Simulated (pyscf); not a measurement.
**Multi-bond step: silanol (HO–SiH₃) + water (H₂O) + hydrogen fluoride (HF) → HO–SiH₂–OH + hydrogen (H₂) + hydrogen fluoride (HF)**

Gas phase, singlet surface, charge 0. Bonds broken: Si2–H3, H7–O8, H10–F11. Bonds formed: Si2–O8, H3–H10, H7–F11. PySCF, gas phase, ωB97X-D3(BJ)/def2-SVP geometries.

Transition state (Å):

```xyz
11

O     -1.1736    -1.5670    -0.1218
Si    -0.1865    -0.3002     0.3218
H     -1.6462     0.4283     1.0643
H     -2.0468    -1.5427     0.2858
H      0.3923    -0.1386     1.6811
H      1.0041    -0.6912    -0.5117
H     -1.2047     1.7887    -0.5756
O     -0.2540     1.2916    -0.6090
H      0.2016     1.2941    -1.4614
H     -2.1619     1.1708     0.5507
F     -2.4280     1.9988    -0.1584
```

One imaginary mode, 953i cm⁻¹; descent along it reached the two sides named, in the forms told below.

```csv
bond,change,reactant side (Å),saddle,product side
Si2–H3,breaks,1.505,1.792,4.4
H7–O8,breaks,0.970,1.073,1.675
H10–F11,breaks,0.934,1.122,2.357
Si2–O8,forms,2.7,1.845,1.701
H3–H10,forms,1.648,1.040,0.761
H7–F11,forms,1.908,1.309,0.951
```

Electronic energies relative to the separated reactants (eV):

```json
[
 {"level": "ωB97X-D3(BJ)/def2-TZVP", "barrier": "0.56", "reaction energy": "-1.01", "reverse barrier": "1.57"},
 {"level": "PBE/def2-TZVP", "barrier": "0.24", "reaction energy": "-0.95", "reverse barrier": "1.19"},
 {"level": "r²SCAN/def2-TZVP", "barrier": "0.26", "reaction energy": "-1.06", "reverse barrier": "1.33"},
 {"level": "B3LYP-D3(BJ)/def2-TZVP", "barrier": "0.48", "reaction energy": "-1.02", "reverse barrier": "1.50"},
 {"level": "PBE0-D3(BJ)/def2-TZVP", "barrier": "0.38", "reaction energy": "-0.95", "reverse barrier": "1.33"},
 {"level": "M06-2X/def2-TZVP", "barrier": "0.53", "reaction energy": "-1.12", "reverse barrier": "1.65"},
 {"level": "ωB97M-D3(BJ)/def2-TZVP", "barrier": "0.54", "reaction energy": "-1.00", "reverse barrier": "1.55"},
 {"level": "HF/def2-TZVP", "barrier": "1.69", "reaction energy": "-0.93", "reverse barrier": "2.62"}
]
```

With ωB97M-D3(BJ)/def2-TZVP energies and thermal terms (ideal gas, 1 atm, RRHO with modes under 100 cm⁻¹ raised to 100, one conformer, R ln 2 for chiral ones without a mode under 150 cm⁻¹), in eV:

| T (K) | ΔH‡ | ΔG‡ | ΔH | ΔG |
|---|---|---|---|---|
| 298 | 0.54 | 1.46 | -1.11 | -1.01 |
| 600 | 0.53 | 2.39 | -1.07 | -0.93 |
| 900 | 0.57 | 3.32 | -1.03 | -0.86 |
| 1200 | 0.64 | 4.23 | -1.00 | -0.81 |

On the reactant side the descent ends in a bound adduct, 0.42 eV under the separated species and 0.98 eV under the saddle at ωB97X-D3(BJ)/def2-TZVP. On the product side the descent ends in a bound adduct (not fully relaxed), 0.44 eV under the separated species and 2.01 eV under the saddle at ωB97X-D3(BJ)/def2-TZVP. This is the saddle that the search found; another between the same sides may lie lower.
